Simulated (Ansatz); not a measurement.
## GaH4⁺, triplet: vertical spin and charge gaps

Geometry (PBE0/def2-TZVP stationary point for this spin, not checked as a minimum):

```xyz
5

Ga    0.0000    0.0000    0.0000
H     0.6525    0.6641    1.3539
H    -0.6625   -0.6541    1.3539
H    -0.6541    0.6525   -1.3587
H     0.6641   -0.6625   -1.3490
```

Basis cc-pVDZ; Ansatz 0.2.0. Only valence electrons are correlated (noble-gas cores and the filled d shells of p-block atoms frozen). R marks a restricted (for open shells ROHF) determinant. Active spaces: valence = (6e, 8o) chosen from the atoms' valence shells. No spin–orbit coupling is included, and no scalar relativity.

Gaps are energies of the second state less the first, at fixed atoms, for a selection of the levels run; each method lands on the state that its own search finds for that charge and spin.

Quintet less triplet: 7.342 eV at full CI (triplet A2, quintet A2, in C2v).

```
                   level  gap (eV)  error (meV)
                     RHF     6.733         -609
                    RMP2     7.305          -37
                   RCCSD     7.347            5
                RCCSD(T)     7.340           -2
                 BCCD(T)     7.343            1
                  RCCSDT     7.339           -3
               RCCSDT(Q)     7.338           -4
  CASSCF (valence space)     7.131         -211
  NEVPT2 (valence space)     7.246          -96
  MRCISD (valence space)     7.344            2
MRCISD+Q (valence space)     7.350            8
                     PBE     7.094         -248
                  r2SCAN     7.164         -178
                    PBE0     7.237         -105
                   B3LYP     7.334           -8
                 wB97M-V     7.665          323
                  B2PLYP     7.375           33
                 RPA-PBE     7.557          215
```

In so small a basis the reference is far from its limit while semilocal and hybrid functionals are nearer theirs (RPA and double hybrids share much of the reference's basis error), so the functionals' errors here hold much of the reference's basis and frozen-core error, which can add to them or hide them.

Full CI is exact within this basis and frozen core; it isn't the basis-set limit.
